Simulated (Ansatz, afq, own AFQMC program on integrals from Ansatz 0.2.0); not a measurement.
**Where AFQMC and coupled cluster stand for PN, singlet**

```xyz
2

N     0.0000    0.0000    0.0000
P     0.0000    0.0000    1.4794
```

Basis 6-31G. Noble-gas cores (and the filled d shells of Ga–Kr and In–Xe) are frozen. AFQMC by an in-house program on the Cholesky factors that Ansatz 0.2.0 writes for its CCSD(T) run. The CISD trial takes its coefficients from CCSD amplitudes. Released means that phaseless walkers are propagated on without the constraint, phases kept. Uncertainties: one standard error, sampling alone.

Determinant: RHF, the one that the program's search chose, which needn't be the lowest solution. The geometry is a PBE0/def2-TZVP stationary point of this or a neighbouring charge and spin state.

Full CI on the same integrals is exact in this basis and with this determinant's frozen core.

Cautions: restricted determinant unstable towards unrestricted (UHF 387 meV lower, ⟨S²⟩ 0.77); CCSD(T) is in doubt: in a space of 8 electrons in 8 natural orbitals full CI lies 85 meV below it; the released energies are still falling, so no released level is given (meV from the phaseless value at times in 1/Eh: -16 ± 20 at 0.24, -25 ± 14 at 0.51, -27 ± 11 at 0.99, -36 ± 13 at 1.62, -45 ± 10 at 2.40), though the last usable value meets full CI within the noise; the ph-AFQMC/CISD walk drifts between its halves (2.5 errors).

```
T1 diagnostic                               : 0.0150
weight of the determinant in the CISD state : 0.884
size of the correlated space                : 10 electrons in 16 orbitals
```

```csv
level,correlation energy (eV)
MP2,-5.8792
CCSD,-5.4553
CCSD(T),-5.6744
```

Problem. Estimate where full CI lies against CCSD(T) on the same integrals.

Solution. 2.39 mEh below CCSD(T).

Reference: full CI, correlation energy -5.739 eV.

| level | E − E(reference) (mEh) | share of correlation (%) |
| --- | --- | --- |
| CCSD(T) | 2.39 | 98.87 |
| CCSDT | 2.56 | 98.78 |
| CCSDT(Q) | -0.19 | 100.09 |
| CCSDTQ | 0.36 | 99.83 |
| ph-AFQMC/HF | 1.13 ± 2.31 | 99.46 |
| ph-AFQMC/CISD | 1.38 ± 0.64 | 99.35 |

CCSDT and higher add their correlation energy to the determinant of the CCSD(T) run, since their own runs factorise the integrals more tightly (a shift of under 2 meV). A walk keeps the symmetry of its determinant, which the program's search chose and which needn't be the lowest solution, so a lower state of the same spin and another symmetry isn't excluded.
